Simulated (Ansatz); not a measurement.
# SiH+ (triplet): from Hartree-Fock to the top rungs, def2-TZVPP

The task here is to estimate one member of a computed series from the others.

Computed with Ansatz 0.2.0, Gaussian basis. Level: def2-TZVPP, core rule «outside noble gas», up to 5 orbitals frozen.

Plan: UHF; ROHF; CCSD(T) on UHF.

### The geometry

The geometry is a PBE0/def2-TZVP stationary point (not a proven minimum) of the parent state, kept for this charge and spin.

2 atoms, charge 1, spin multiplicity 3.

Atoms are counted from 1 here; the program's logs count them from 0.

Bond lengths: Si1–H2 1.500 Å.

Geometry (Å):

```xyz
2

Si    0.00000    0.00000    0.00000
H     0.00000    0.00000    1.49954
```

Set-up of the first run:

Contents of in.yaml:

```yaml
crystal:
  periodic: [false, false, false]
  atoms:
    - {symbol: Si, position_ang: [0.000000, 0.000000, 0.000000]}
    - {symbol: H, position_ang: [0.000000, 0.000000, 1.499536]}
basis:
  gaussian: {orbitals: def2-TZVPP}
total_charge: 1
magnetization: {spin_polarized: true, initial_magnetization: 2}
hamiltonian: {xc: hf}
output: {orbitals: {seedname: orbitals}}
```

Run with:

```
$ ansatz run in.yaml --threads 1 --pin off --events-out ev --progress --plain --max-ram 2816MiB --backend cpu
```

Steps of the session up to this table: UHF; ROHF; CCSD(T) on UHF.

One of the session's tables, all rows but one given; the rest of the session is left out.

```
  method  from UCCSD(T) (kcal/mol)
    ROHF                    +44.90
     UHF                         ?
    UMP2                    +11.78
   UCCSD                     +1.12
UCCSD(T)                         0
```

**Question.** Estimate the row for UHF.

As computed: from UCCSD(T) (kcal/mol): +42.45. In the column «from UCCSD(T) (kcal/mol)» it lies between UMP2 (+11.78) and ROHF (+44.90).
